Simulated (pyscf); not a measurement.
Thermochemistry of product channels of H₃C–Al(OH)–OH (SMILES [CH3][Al]([OH])[OH]) on the singlet surface, in kcal/mol, from ωB97M-D3(BJ)/def2-TZVP energies (ideal gas, 1 atm, RRHO with modes under 100 cm⁻¹ raised to 100, one conformer, R ln 2 for chiral ones without a mode under 150 cm⁻¹). PySCF, gas phase, ωB97X-D3(BJ)/def2-SVP geometries.

```json
[
 {"products": "CH₃AlO₂ (SMILES [OH][Al]1[CH2][O]1) + H₂ (SMILES [H][H])", "ΔE": "+86.8", "ΔH(298 K)": "+81.6", "ΔG(600 K)": "+67.4", "ΔG(1200 K)": "+53.2"},
 {"products": "H₃C–O–AlH–OH (SMILES C[O][AlH][OH])", "ΔE": "+24.4", "ΔH(298 K)": "+24.1", "ΔG(600 K)": "+24.4", "ΔG(1200 K)": "+25.6"}
]
```

These are energies of the channels, which say nothing of barriers.
